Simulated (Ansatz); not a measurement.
# SiHO radical (SMILES O=[SiH]): one structure at several levels

The task here is to estimate one member of a computed series from the others.

The runs use Ansatz 0.2.0, Gaussian basis; single points in def2-TZVPP.

Cores are frozen in the correlated methods. Orbitals are unrestricted. B3LYP uses VWN-RPA correlation.

## Starting geometry

SMILES `O=[SiH]`, 3 atoms, charge 0, spin multiplicity 2.

Atoms are counted from 1 here; the program's logs count them from 0.

Bond lengths: O1–Si2 1.556 Å, Si2–H3 1.549 Å. Angles: O1–Si2–H3 133.3°.

Geometry (Å):

```xyz
3
HOSi
O     0.7943    1.0209    0.6309
Si    0.2239   -0.3586    0.1915
H    -1.0551   -0.7848   -0.5720
```

The first run:

The input, run/in.yaml:

```yaml
crystal:
  periodic: [false, false, false]
  atoms:
    - {symbol: O, position_ang: [0.794300, 1.020900, 0.630900]}
    - {symbol: Si, position_ang: [0.223900, -0.358600, 0.191500]}
    - {symbol: H, position_ang: [-1.055100, -0.784800, -0.572000]}
basis:
  gaussian: {orbitals: def2-TZVPP}
magnetization: {spin_polarized: true, initial_magnetization: 1}
correlation: {method: ccsd_t}
scf: {omitted_lower_state_checks: [cluster_reference]}
output: {forces: true}
```

The command line of these runs was not kept.

Among the steps run: CCSD(T)/def2-TZVPP; PBE0-D4/def2-TZVPP; wB97M-V/def2-TZVPP; r2SCAN-D4/def2-TZVPP; PBE-D4/def2-TZVPP; B3LYP-D4/def2-TZVPP; CAM-B3LYP-D4/def2-TZVPP.

One of the session's tables, all rows but one given; the rest of the session is left out.

```
      method  RMS force component (eV/Å)  angle to CCSD(T) forces (°)  dipole (D)
     CCSD(T)                       0.562                    reference        3.22
     PBE0-D4                       0.851                         13.5        3.40
     wB97M-V                           ?                            ?           ?
   r2SCAN-D4                       0.708                          8.9        3.23
      PBE-D4                       0.459                         22.4        3.05
    B3LYP-D4                       0.731                          8.6        3.36
CAM-B3LYP-D4                       0.964                         15.0        3.55
```

Q: Estimate the row for wB97M-V from the others.

**Answer.** RMS force component (eV/Å): 0.874; angle to CCSD(T) forces (°): 13.2; dipole (D): 3.49. In the column «RMS force component (eV/Å)» it lies between PBE0-D4 (0.851) and CAM-B3LYP-D4 (0.964).
